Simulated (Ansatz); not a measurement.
**HCl (hydrogen chloride) at 6 levels**

Wanted: a comparison of 6 runs (HF/6-31G*, B2PLYP/3-21G, BHLYP/3-21G, wB97M-V/3-21G, SVWN5/6-31G*, UMP2/6-31G*) of HCl (hydrogen chloride). 

The calculation is run with Ansatz 0.2.0.

56 further runs of the same task are left out: 2 that didn't finish, 54 set aside as unsound or not needed.

## Step 1: The molecule

HCl has 2 atoms, charge 0, and is taken as a singlet. As SMILES, `Cl`. The H2–Cl1 distance was set to 3.197 Å, away from the relaxed value.

## Step 2: A single-point energy at HF/6-31G(d) (spherical functions) (run 1)

molecule.yaml

```yaml
crystal:
  periodic: [false, false, false]
  atoms:
    - symbol: Cl
      position_ang: [2.184018, -0.714006, 1.123209]
    - symbol: H
      position_ang: [-0.546000, 0.178500, -0.280800]
basis:
  gaussian:
    orbitals: 6-31G_st_-spherical.json
total_charge: 0
accuracy: high
hamiltonian:
  xc: hf
```

The basis set 6-31G* is read from a file made from the Basis Set Exchange's data (not shown).

The run is started by

```
$ ansatz run molecule.yaml --threads 1 --pin off --max-ram 2610MiB --events-out events.jsonl --progress --plain --runs-dir runs
```

Standard output:

```text
Warning: RAYON_NUM_THREADS=1 ignored (pool sized by the plan → 1); use --threads N
Functional definition: HF
  name "HF"
  exchange = exact_x
  correlation = 0
309 factors; integrals over basis functions are off by at most 3.1e-9 eV
mean field evaluation 1: about -12508.1297 eV, gradient 1.8e1 eV
mean field evaluation 2: about -12508.1314 eV, gradient 1.8e1 eV
mean field evaluation 4: about -12511.5989 eV, gradient 4.8e0 eV
mean field evaluation 8: about -12511.6954 eV, gradient 3.2e-1 eV
mean field evaluation 16: about -12511.6945 eV, gradient 1.3e-7 eV
mean field -12511.69449449 eV, -459.7962919414 hartree, gradient 1.0e-8 eV, S^2 0.000000; 0 other end points of the search recorded, 0 dependent functions left out
reference -12511.69449449 eV, -459.7962919414 hartree; 9, 9 occupied and 11, 11 virtual orbitals, 309 factors
Total energy: -12511.69449449 eV, -459.7962919414 hartree
```

Run time: 0.1 s. Hardware: 1 thread of Arm Neoverse V2, shared host.

## Step 3: The energy at B2PLYP/3-21G (run 2)

in.yaml

```yaml
crystal:
  periodic: [false, false, false]
  atoms:
    - {symbol: Cl, position_ang: [2.184018, -0.714006, 1.123209]}
    - {symbol: H, position_ang: [-0.546000, 0.178500, -0.280800]}
basis:
  gaussian:
    orbitals: 3-21G.json
hamiltonian:
  xc: {name: B2PLYP}
correlation:
  frozen_orbitals: {Cl: 5, H: 0}
accuracy: high
```

The basis set 3-21G is read from a file made from the Basis Set Exchange's data (not shown).

The run is started by

```
$ ansatz run in.yaml --threads 1 --pin off --max-ram 2610MiB --events-out events.jsonl --progress --plain --runs-dir runs
```

Standard output, shortened:

```text
Warning: RAYON_NUM_THREADS=1 ignored (pool sized by the plan → 1); use --threads N
Functional definition: B2PLYP
  name "B2PLYP"
[...]
248 factors; integrals over basis functions are off by at most 4.4e-9 eV
[...]
mean field -12467.39187771 eV, -458.1682008040 hartree, gradient 5.2e-8 eV, S^2 0.000000; 2 other end points of the search recorded, 0 dependent functions left out; unrestricted orbitals would lower it
5 core orbitals not correlated: weight in the atoms' cores, before any rotation towards them, 1.000 or more for the frozen orbitals, at most 0.000 for the correlated occupied ones
reference -12467.39189458 eV, -458.1682014239 hartree; 4, 4 occupied and 6, 6 virtual orbitals, 248 factors
second order -5.62510189 eV of doubles, -0.00000000 eV of singles
Total energy: -12468.91067209 eV, -458.2240154680 hartree
```

Run time: 0.46 s. Hardware: 1 thread of Arm Neoverse V2, shared host.

## Step 4: The energy at BHLYP/3-21G (run 3)

molecule.yaml

```yaml
crystal:
  periodic: [false, false, false]
  atoms:
    - {symbol: Cl, position_ang: [2.184018, -0.714006, 1.123209]}
    - {symbol: H, position_ang: [-0.546000, 0.178500, -0.280800]}
basis:
  gaussian:
    orbitals: 3-21G.json
total_charge: 0
accuracy: high
hamiltonian:
  xc: {name: BHLYP}
```

The basis set 3-21G is read from a file made from the Basis Set Exchange's data (not shown).

The run is started by

```
$ ansatz run molecule.yaml --threads 1 --pin off --max-ram 2610MiB --events-out events.jsonl --progress --plain --runs-dir runs
```

Standard output:

```text
Warning: RAYON_NUM_THREADS=1 ignored (pool sized by the plan → 1); use --threads N
Functional definition: BHLYP
  name "BHLYP"
  parameter a = 0.5
  exchange = (1 - a)*b88_x + a*exact_x
  correlation = lyp_c
248 factors; integrals over basis functions are off by at most 4.4e-9 eV
mean field evaluation 1: about -12467.8404 eV, gradient 2.2e1 eV
mean field evaluation 2: about -12454.9576 eV, gradient 5.1e1 eV
mean field evaluation 4: about -12468.3077 eV, gradient 2.9e1 eV
mean field evaluation 8: about -12472.6773 eV, gradient 6.0e-1 eV
mean field evaluation 16: about -12472.6779 eV, gradient 6.1e-5 eV
mean field -12472.67787408 eV, -458.3624575877 hartree, gradient 8.2e-9 eV, S^2 0.000000; 1 other end points of the search recorded, 0 dependent functions left out
reference -12472.67789207 eV, -458.3624582488 hartree; 9, 9 occupied and 6, 6 virtual orbitals, 248 factors
Total energy: -12472.67789207 eV, -458.3624582488 hartree
```

It took 0.32 s on 1 thread of Arm Neoverse V2, shared host.

Runs 4 to 5 aren't shown in full; the table further down has their settings and results.

## Step 5: A single-point energy at UMP2/6-31G(d) (spherical functions) (run 6)

in.yaml

```yaml
basis:
  gaussian: {orbitals: 6-31G_st_-spherical.json}
crystal:
  periodic: [false, false, false]
  atoms:
    - {symbol: Cl, position_ang: [2.184018, -0.714006, 1.123209]}
    - {symbol: H, position_ang: [-0.546000, 0.178500, -0.280800]}
magnetization: {spin_polarized: true, initial_magnetization: 0}
correlation: {method: mp2, frozen_orbitals: {Cl: 5, H: 0}}
accuracy: high
```

The basis set 6-31G* is read from a file made from the Basis Set Exchange's data (not shown).

The run is started by

```
$ ansatz run in.yaml --threads 1 --pin off --max-ram 2610MiB --events-out events.jsonl --progress --plain --runs-dir runs
```

Standard output, shortened:

```text
Warning: RAYON_NUM_THREADS=1 ignored (pool sized by the plan → 1); use --threads N
[... 2 set-up lines as earlier in the session ...]
[...]
309 factors; integrals over basis functions are off by at most 3.1e-9 eV
[...]
mean field -12515.74811003 eV, -459.9452595647 hartree, gradient 2.2e-8 eV, S^2 0.995681; 14 other end points of the search recorded, 0 dependent functions left out
5 core orbitals not correlated: weight in the atoms' cores, before any rotation towards them, 1.000 or more for the frozen orbitals, at most 0.000 for the correlated occupied ones
reference -12515.74811003 eV, -459.9452595647 hartree; 4, 4 occupied and 11, 11 virtual orbitals, 309 factors
second order -2.80094324 eV of doubles, -0.00000000 eV of singles
Total energy: -12518.54905326 eV, -460.0481923301 hartree
```

It took 0.38 s on 1 thread of Arm Neoverse V2, shared host.

## Step 6: All runs side by side

```
run                               level  frozen core orbitals  energy (Eh)  wall time
  1     HF/6-31G* (spherical functions)                     –  -459.796292      0.1 s
  2                        B2PLYP/3-21G                     5  -458.224015     0.46 s
  3                         BHLYP/3-21G                     –  -458.362458     0.32 s
  4                       wB97M-V/3-21G                     –  -458.333887      3.9 s
  5  SVWN5/6-31G* (spherical functions)                     –  -459.078405     0.36 s
  6   UMP2/6-31G* (spherical functions)                     5  -460.048192     0.38 s
```

## Step 7: Summary of results

```
                                          quantity          value
                               run 6: total energy  -460.04819 Eh
run 6: correlation energy (5 core orbitals frozen)     -102.9 mEh
          run 6: ⟨S²⟩ of the reference determinant          0.996
```

Totals of different functionals can't be ranked against each other. In run 2 the log says that unrestricted orbitals would lower the reference, so the values rest on an unstable closed-shell determinant (other closed-shell runs at this shape may share the fault). In runs 1, 2, 3, 4, 5 a closed-shell determinant meets a far-stretched bond, which it describes badly. Spin contamination of the reference: run 6 ⟨S²⟩ = 1.00. Where it is this large, the reference is a mixture of spin states, and values that rest on it are in doubt. All runs together took 5.5 s, the longest 3.9 s.
